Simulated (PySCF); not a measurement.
C4H3S2 (charge -1).
Bonds: S1–C2, C2–C3 (aromatic), C3–C4 (aromatic), C4–C5 (aromatic), C5–S6 (aromatic), C2–S6 (aromatic). Hydrogens: H7 on C3; H8 on C4; H9 on C5.

The same species was optimised twice, with GFN2-xTB and with PBE0-D3(BJ)/def2-SVP (PySCF), and the same property calculations (PySCF, gas phase) were run on both structures.

```
  coordinate  GFN2-xTB  PBE0-D3(BJ)/def2-SVP  change
   S1–C2 (Å)     1.677                 1.700  +0.023
   C2–C3 (Å)     1.376                 1.398  +0.022
   C4–C5 (Å)     1.357                 1.373  +0.016
   C3–C4 (Å)     1.405                 1.419  +0.014
   C2–S6 (Å)     1.786                 1.780  -0.006
   C5–S6 (Å)     1.738                 1.736  -0.002
S1–C2–C3 (°)     128.7                 131.4    +2.7
C2–S6–C5 (°)      91.5                  93.9    +2.4
C3–C2–S6 (°)     108.6                 107.1    -1.5
C4–C5–S6 (°)     111.5                 110.0    -1.5
S1–C2–S6 (°)     122.6                 121.6    -1.0
C2–C3–C4 (°)     114.7                 115.0    +0.3
C3–C4–C5 (°)     113.7                 114.0    +0.3
```

Rotational constants: A = 5357, B = 1939, C = 1424 MHz (GFN2-xTB) against A = 5431, B = 1884, C = 1399 MHz (PBE0-D3(BJ)/def2-SVP). Point groups within 0.08 Å: Cs and Cs.

On the GFN2-xTB structure: HOMO (eV) -0.14 [PBE0/pcSseg-1]; LUMO (eV) 4.39 [PBE0/pcSseg-1]; GIAO shielding of S1 (ppm) 480.6 [PBE0/pcSseg-1]; GIAO shielding of C2 (ppm) -4.3 [PBE0/pcSseg-1]; GIAO shielding of C3 (ppm) 65.8 [PBE0/pcSseg-1]; GIAO shielding of C4 (ppm) 59.9 [PBE0/pcSseg-1]; GIAO shielding of C5 (ppm) 78.7 [PBE0/pcSseg-1]; GIAO shielding of S6 (ppm) 261.6 [PBE0/pcSseg-1].

**Question.** What do these properties become on the PBE0-D3(BJ)/def2-SVP structure?

**Answer.** 
```tsv
property	level	on GFN2-xTB	on PBE0-D3(BJ)/def2-SVP	change
HOMO (eV)	PBE0/pcSseg-1	-0.14	-0.22	-0.08
LUMO (eV)	PBE0/pcSseg-1	4.39	4.31	-0.08
energy, GFN2-xTB geometry as zero (kcal/mol)	PBE0/pcSseg-1	0.0	-1.1	-1.1
GIAO shielding of S1 (ppm)	PBE0/pcSseg-1	480.6	475.8	-4.8
GIAO shielding of C2 (ppm)	PBE0/pcSseg-1	-4.3	-5.9	-1.6
GIAO shielding of C3 (ppm)	PBE0/pcSseg-1	65.8	62.1	-3.7
GIAO shielding of C4 (ppm)	PBE0/pcSseg-1	59.9	56.7	-3.2
GIAO shielding of C5 (ppm)	PBE0/pcSseg-1	78.7	75.8	-2.9
GIAO shielding of S6 (ppm)	PBE0/pcSseg-1	261.6	249.6	-12.0
```

The heavy atoms differ by 0.032 Å rms after alignment. Among bonds between heavy atoms S1–C2 and C2–C3 change most and about equally (+0.022 to +0.023 Å). Changes are differences of the printed values. Neither structure is proved a minimum here. Isolated species at its PBE0-D3(BJ)/def2-SVP geometry, gas phase. The geometry's basis has no diffuse functions, a weakness for an anion.
